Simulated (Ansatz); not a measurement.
**C₂H₈Si (SMILES CC[SiH3]): a rigid scan of the bond length C2–H7**

Aim: the energy along the bond length C2–H7, from CCSD(T) and from cheaper methods, relative to the minimum. No other atom is relaxed.

Computed with Ansatz 0.2.0, Gaussian basis. Level: single points in def2-TZVPP.

Levels: PBE-D4, r2SCAN-D4, PBE0-D4, B3LYP-D4, wB97M-V, Hartree-Fock, MP2, CCSD, CCSD(T). The scan takes 0.964, 1.002, 1.058, 1.123, 1.195, 1.273, 1.356, 1.443, 1.533 Å.

Cores are frozen in the correlated methods. B3LYP uses VWN-RPA correlation.

27 further runs of the same task are left out: 27 set aside as unsound or not needed.

## Step 1: The system as given

The minimum, relaxed at PBE0-D4: SMILES `CC[SiH3]`, 11 atoms, charge 0, spin multiplicity 1.

Atoms are counted from 1 here; the program's logs count them from 0.

Bond lengths: C1–C2 1.526 Å, C1–H4 1.093 Å, C1–H5 1.093 Å, C1–H6 1.093 Å, C2–Si3 1.876 Å, C2–H7 1.095 Å, C2–H8 1.095 Å, Si3–H9 1.489 Å, Si3–H10 1.489 Å, Si3–H11 1.489 Å. Angles: C2–C1–H4 111.6°, C2–C1–H5 111.4°, C2–C1–H6 111.4°, H4–C1–H5 107.5°, H4–C1–H6 107.5°, H5–C1–H6 107.3°, C1–C2–Si3 113.4°, C1–C2–H7 110.5°, C1–C2–H8 110.5°, Si3–C2–H7 108.1°, Si3–C2–H8 108.1°, H7–C2–H8 106.0°, C2–Si3–H9 110.4°, C2–Si3–H10 110.4°, C2–Si3–H11 111.1°, H9–Si3–H10 108.0°, H9–Si3–H11 108.5°, H10–Si3–H11 108.5°.

As a file:

```
atom     x (Å)     y (Å)     z (Å)
  C1  -0.82355   1.06692  -0.42360
  C2  -0.54321  -0.41564  -0.19565
 Si3   1.15262  -0.74970   0.53465
  H4  -1.81742   1.22768  -0.84902
  H5  -0.09707   1.50907  -1.11042
  H6  -0.77158   1.63089   0.51139
  H7  -0.62358  -0.96986  -1.13701
  H8  -1.29367  -0.84881   0.47437
  H9   1.29420  -0.06646   1.85054
 H10   2.21743  -0.23275  -0.36943
 H11   1.37113  -2.20846   0.73478
```

Energies of the minimum (eV), from earlier single points: PBE-D4 -10075.88157, r2SCAN-D4 -10081.07981, PBE0-D4 -10077.23886, B3LYP-D4 -10084.46262, wB97M-V -10080.94355, CCSD(T) -10066.19874.

At the minimum the bond length C2–H7 is 1.095 Å.

## Step 2: C2–H7 = 0.964 Å

The input, ccsdt-tzvpp/in.yaml:

```yaml
crystal:
  periodic: [false, false, false]
  atoms:
    - {symbol: C, position_ang: [-0.823549, 1.066924, -0.423604]}
    - {symbol: C, position_ang: [-0.543207, -0.415636, -0.195651]}
    - {symbol: Si, position_ang: [1.152616, -0.749698, 0.534646]}
    - {symbol: H, position_ang: [-1.817422, 1.227676, -0.849021]}
    - {symbol: H, position_ang: [-0.097074, 1.509072, -1.110417]}
    - {symbol: H, position_ang: [-0.771575, 1.630891, 0.511389]}
    - {symbol: H, position_ang: [-0.613943, -0.903402, -1.024130]}
    - {symbol: H, position_ang: [-1.293674, -0.848809, 0.474370]}
    - {symbol: H, position_ang: [1.294203, -0.066462, 1.850540]}
    - {symbol: H, position_ang: [2.217433, -0.232745, -0.369431]}
    - {symbol: H, position_ang: [1.371131, -2.208456, 0.734784]}
basis:
  gaussian: {orbitals: def2-TZVPP}
correlation: {method: ccsd_t}
```

The command line of these runs was not kept.

The runs that follow: C2–H7 = 1.002 Å; C2–H7 = 1.058 Å; C2–H7 = 1.123 Å; C2–H7 = 1.195 Å; C2–H7 = 1.273 Å; C2–H7 = 1.356 Å; C2–H7 = 1.443 Å; C2–H7 = 1.533 Å.

**Question.** What will these runs give? Wanted: highest point, CCSD(T); lowest point, CCSD(T); minimum along the scan, CCSD(T); RMS deviation from CCSD(T); largest T1 diagnostic.

**Answer**, as computed:

| quantity | value |
| --- | --- |
| highest point, CCSD(T) | 1.451 eV at 1.533 Å |
| lowest point, CCSD(T) | 0.000 eV at 1.095 Å |
| minimum along the scan, CCSD(T) | 1.095 Å |
| curvature there | 32.5 eV/Å² |
| RMS deviation from CCSD(T) | PBE-D4 0.055, r2SCAN-D4 0.003, PBE0-D4 0.011, B3LYP-D4 0.013, wB97M-V 0.025, Hartree-Fock 0.094, MP2 0.045, CCSD 0.018 eV |
| largest T1 diagnostic | 0.012 |

What this shows: A polynomial through the near points puts the CCSD(T) minimum at the PBE0-D4 value. It is steeper on the short side than on the long one. Curvature against CCSD(T): PBE-D4 -4 %, Hartree-Fock +7 %. r2SCAN-D4 follows the CCSD(T) curve best and Hartree-Fock worst.
